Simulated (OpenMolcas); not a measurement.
# PW91/6-31G(d) (spherical functions) run of C6H12 (cyclohexane)

Aim: the vertical ionisation energy of C6H12 (cyclohexane) at PW91/6-31G* (spherical functions), from 2 runs. 

Program for the calculation: OpenMolcas 26.06.

## 1. The molecule

C6H12 has 18 atoms, charge 0, and is taken as a singlet. SMILES: `C1CCCCC1`. The shape is that of a GFN2-xTB optimisation. The six-membered ring is boat-like, not the chair, which as a rule lies lower.

Some bond lengths: C1–C2 1.524 Å, C2–C3 1.534 Å, C3–C4 1.534 Å, C4–C5 1.525 Å, C1–C6 1.534 Å, C5–C6 1.534 Å, C1–H7 1.091 Å, C1–H8 1.092 Å, C2–H9 1.092 Å, C2–H10 1.092 Å, C3–H11 1.092 Å, C3–H12 1.092 Å, C4–H13 1.092 Å, C4–H14 1.092 Å, C5–H15 1.091 Å, C5–H16 1.092 Å. Some angles: C1–C2–C3 110.3°, C2–C1–C6 110.3°, C2–C3–C4 111.5°, C3–C4–C5 110.3°, C4–C5–C6 110.4°, C1–C6–C5 111.4°, C1–C2–H9 108.8°, C1–C2–H10 110.3°, C3–C2–H9 110.1°, C3–C2–H10 109.8°.

## 2. Energy and forces at PW91/6-31G(d) (spherical functions)

Input file job.input:

```
&GATEWAY
 BasLib=$CurrDir
 Coord
 18
 bohr
 C     -0.34912690     2.46658392    -1.02147256
 C      2.25291259     1.43660759    -0.33831767
 C      2.35463655    -1.42460783    -0.79234327
 C     -0.22797656    -2.66147138    -0.34504509
 C     -1.67645163    -1.24283508     1.70181176
 C     -2.35335153     1.42600623     0.79525345
 H     -0.34336324     4.52787828    -0.94941730
 H     -0.79323144     1.91793974    -2.95999141
 H      2.63297431     1.85414258     1.64568689
 H      3.70977805     2.37455426    -1.45745127
 H      2.96116304    -1.80482073    -2.72746061
 H      3.75832511    -2.26037701     0.46782060
 H      0.02588925    -4.63551708     0.19681498
 H     -1.33837963    -2.63601677    -2.08349864
 H     -3.39498747    -2.26857842     2.20054828
 H     -0.50378209    -1.14169694     3.39593233
 H     -2.53200624     2.67290422     2.42884609
 H     -4.18298437     1.39928550    -0.15771654
 Basis=6-31Gs
 Group=NoSym

&SEWARD
 GridInput
 Grid=UltraFine
 End of Grid

&SCF
 KSDFT=2
 1.0 GGA_X_PW91
 1.0 GGA_C_PW91
 PrOrbitals=1 1

&ALASKA
```

The basis set 6-31G* is read from a file made from the Basis Set Exchange's data (not shown).

Command:

```console
export MOLCAS_MEM=1860
pymolcas job.input > job.log
```

Standard output, cut to the lines that bear on the results:

```text
--- Start Module: gateway ---
[...]
--- Stop Module: gateway /rc=_RC_ALL_IS_WELL_ ---
[...]
      Basis functions          108
[...]
--- Start Module: scf ---
[...]
       Convergence after  11 Iterations
[...]
::    Total KS-DFT energy                            -235.7380962466
[...]
      Total spin, S                                     0.0000000000
[...]
      Total electronic charge=   48.000000
      Total            charge=   -0.000000
[...]
      Dipole Moment (debye):
      Origin of the operator (angstrom)=    0.0000    0.0000   -0.0000
                   X= -6.5013E-04               Y=  2.1325E-04               Z=  9.6625E-05           Total=  6.9100E-04
      Quadrupole Moment (debye*angstrom):
[...]
--- Stop Module: scf /rc=_RC_ALL_IS_WELL_ ---
[...]
--- Start Module: alaska ---
[...]
 *              Molecular gradients               *
 **************************************************
  Irreducible representation: a
 ------------------------------------------------------------------------------------------
                              X                       Y                       Z
 ------------------------------------------------------------------------------------------
  C1               -2.08943488238189E-03   -2.18157394032215E-03   -5.24519410198598E-03
  C2                1.16895413805729E-03    3.60767559901554E-04    5.98372735930353E-03
  C3                1.90960149177055E-03   -1.27182423076055E-03   -6.10349442843550E-04
  C4               -2.35110500417590E-03    3.99559184453224E-04   -5.49428056016721E-03
  C5                3.49021754709655E-03    1.36523049610426E-03    4.76877663885755E-03
  C6               -2.02043410531871E-03    1.38566021269027E-03    8.77161542855331E-04
  H7                7.31565665312357E-04   -7.70314815730977E-03    2.20934441708458E-03
  H8                1.92814711100209E-03    6.31226895553949E-04    8.41138588975676E-03
[...]
--- Stop Module: alaska /rc=_RC_ALL_IS_WELL_ ---
[...]
```

Wall time 80 s (1 thread of Intel Xeon 6975P-C (Granite Rapids), shared host); peak memory 0.63 GiB.

## 3. The doublet cation, same level

Input file job.input:

```
>>> EXPORT MOLCAS_PRINT=2
&GATEWAY
BASLIB = $CurrDir
COORD
18
bohr
C     -0.34912690     2.46658392    -1.02147256
C      2.25291259     1.43660759    -0.33831767
C      2.35463655    -1.42460783    -0.79234327
C     -0.22797656    -2.66147138    -0.34504509
C     -1.67645163    -1.24283508     1.70181176
C     -2.35335153     1.42600623     0.79525345
H     -0.34336324     4.52787828    -0.94941730
H     -0.79323144     1.91793974    -2.95999141
H      2.63297431     1.85414258     1.64568689
H      3.70977805     2.37455426    -1.45745127
H      2.96116304    -1.80482073    -2.72746061
H      3.75832511    -2.26037701     0.46782060
H      0.02588925    -4.63551708     0.19681498
H     -1.33837963    -2.63601677    -2.08349864
H     -3.39498747    -2.26857842     2.20054828
H     -0.50378209    -1.14169694     3.39593233
H     -2.53200624     2.67290422     2.42884609
H     -4.18298437     1.39928550    -0.15771654
BASIS = 6-31Gs
GROUP = NoSym
&SEWARD
GRIDINPUT
Grid=UltraFine
End of Grid
&SCF
UHF
CHARGE = 1
SPIN = 2
KSDFT = 2
1.0 GGA_X_PW91
1.0 GGA_C_PW91
PRORBITALS = 1 1
&ALASKA
```

The basis set 6-31G* is read from a file made from the Basis Set Exchange's data (not shown).

Command:

```console
export MOLCAS_MEM=1860
pymolcas job.input > job.log
```

Standard output, cut to the lines that bear on the results:

```text
--- Start Module: gateway ---
[...]
--- Stop Module: gateway /rc=_RC_ALL_IS_WELL_ ---
[...]
      Basis functions          108
[...]
--- Start Module: scf ---
[...]
       Convergence after  48 Iterations
[...]
::    Total KS-DFT energy                            -235.3834899891
[...]
      Total spin, S                                     0.5003606225
[...]
      Total electronic charge=   47.000000
      Total            charge=    1.000000
[...]
      Dipole Moment (debye):
      Origin of the operator (angstrom)=    0.0000    0.0000   -0.0000
                   X=  2.2155E+00               Y= -1.3305E+00               Z= -7.5045E-01           Total=  2.6911E+00
      Center of Charge (angstrom)
[...]
--- Stop Module: scf /rc=_RC_ALL_IS_WELL_ ---
[...]
--- Start Module: alaska ---
[...]
 *              Molecular gradients               *
 **************************************************
  Irreducible representation: a
 ------------------------------------------------------------------------------------------
                              X                       Y                       Z
 ------------------------------------------------------------------------------------------
  C1               -2.13255872929552E-02    1.20582939776668E-02   -1.18928903097881E-02
  C2                1.48224663124248E-02    1.74247337014886E-02    1.24296886543102E-02
  C3                1.89304735095881E-02   -1.23079502101571E-02   -7.32785288444959E-03
  C4               -1.40722071044185E-02   -1.61928513635932E-02   -1.19188775185219E-02
  C5               -1.19151334094116E-02    6.36341475131630E-03    2.32337285392061E-02
  C6                9.59998620072078E-03   -4.92813304504347E-03   -3.60660060288320E-03
  H7                1.77135124016489E-03   -1.34277201258524E-02   -6.40962045480914E-03
  H8                5.81812771473511E-03    7.35216911674597E-03    1.05699921333944E-02
[...]
--- Stop Module: alaska /rc=_RC_ALL_IS_WELL_ ---
[...]
```

Wall time 4.8 min (1 thread of Intel Xeon 6975P-C (Granite Rapids), shared host); peak memory 0.63 GiB.

## 4. Results

At PW91/6-31G* (spherical functions):

```
                                          quantity          value
                       singlet C6H12: total energy  -235.73810 Eh
                      singlet C6H12: dipole moment         0.00 D
                        singlet C6H12: HOMO energy       -6.78 eV
                        singlet C6H12: LUMO energy        1.56 eV
                      singlet C6H12: HOMO–LUMO gap        8.35 eV
           singlet C6H12: largest force on an atom     0.450 eV/Å
                      doublet cation: total energy  -235.38349 Eh
doublet cation: HOMO energy (highest over α and β)      -12.49 eV
 doublet cation: LUMO energy (lowest over α and β)      -12.47 eV
                              doublet cation: ⟨S²⟩          0.751
          doublet cation: largest force on an atom     1.400 eV/Å
vertical ionisation energy (to the doublet cation)       9.649 eV
```

What this shows: Removing an electron at fixed nuclei costs 9.65 eV (223 kcal/mol). The largest force (singlet C6H12) is 0.45 eV/Å: the shape isn't a stationary point for this species at this level. −ε(HOMO) before ionisation, 6.78 eV, is 2.87 eV below this ionisation energy. Mulliken charges (singlet C6H12) run from -0.29 on C5 to +0.14 on H8; they depend strongly on the basis. Mulliken charges (doublet cation) run from -0.35 on C1 to +0.29 on H11.
